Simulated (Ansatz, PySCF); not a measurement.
Wanted: the gas-phase enthalpy of formation of C#CC at 298 K. Reaction (SMILES): C#CC [prop-1-yne] + C (CH4) → C#C (C2H2) + CC (C2H6) [ethane]; bond separation energy.

Structures are relaxed separately at B3LYP-D3(BJ)/def2-TZVP in Ansatz (a quantum-chemistry and plane-wave program). Correlated levels leave the core frozen unless marked. Open shells are spin-unrestricted. No spin-orbit coupling. Non-relativistic. CBS(X,Y): correlation extrapolated as X^-3; Hartree-Fock from the larger set. [CCSD(T)-MP2]/basis is that difference in the basis named. Thermal terms are rigid-rotor harmonic-oscillator values from B3LYP-D3(BJ) frequencies (PySCF) at 298.15 K and 1 atm. 1 Eh = 627.5095 kcal/mol. PBE is always shown; the other two functionals were drawn at random. The atomisation route leaves out scalar relativity and anharmonic zero-point terms, the atoms' spin-orbit terms, and in the frozen-core level the core correlation. Atomic data: G2/97 table in ASE.

Tabulated enthalpies of formation of the partners: C#C (C2H2) 54.6 kcal/mol, ATcT 1.112; C (CH4) -17.8 kcal/mol, ATcT 1.112; CC (C2H6) -20.0 kcal/mol, ATcT 1.112.

```csv
level,computed ΔH of the reaction (kcal/mol),ΔHf by atomisation and measured atoms (kcal/mol)
PBE/def2-TZVPD (Ansatz),9.9,29.3
r2SCAN-D4/def2-TZVPD (Ansatz + dftd4),9.7,45.5
wB97X-V/def2-TZVPD (Ansatz),8.5,48.6
"RI-MP2/CBS(cc-pVTZ,cc-pVQZ)+[CCSD(T)-MP2]/cc-pVTZ (Ansatz)",7.8,46.5
```

Derive ΔHf from the reaction at each level, and compare how far the levels part by the two routes.


The partners sum to 52.4 kcal/mol (products minus other reactants), so ΔHf = (52.4 - ΔH):
- PBE/def2-TZVPD: 42.5; errors -1.9 by the reaction, -15.1 by atomisation
- r2SCAN-D4/def2-TZVPD: 42.7; errors -1.7 by the reaction, +1.1 by atomisation
- wB97X-V/def2-TZVPD: 43.9; errors -0.5 by the reaction, +4.2 by atomisation
- RI-MP2/CBS(cc-pVTZ,cc-pVQZ)+[CCSD(T)-MP2]/cc-pVTZ: 44.6; errors +0.2 by the reaction, +2.1 by atomisation
All levels span 2.1 kcal/mol by the reaction and 19.3 by atomisation; without PBE they span 1.9 and 3.1. The errors are against the measured 44.4 kcal/mol (ATcT 1.112).
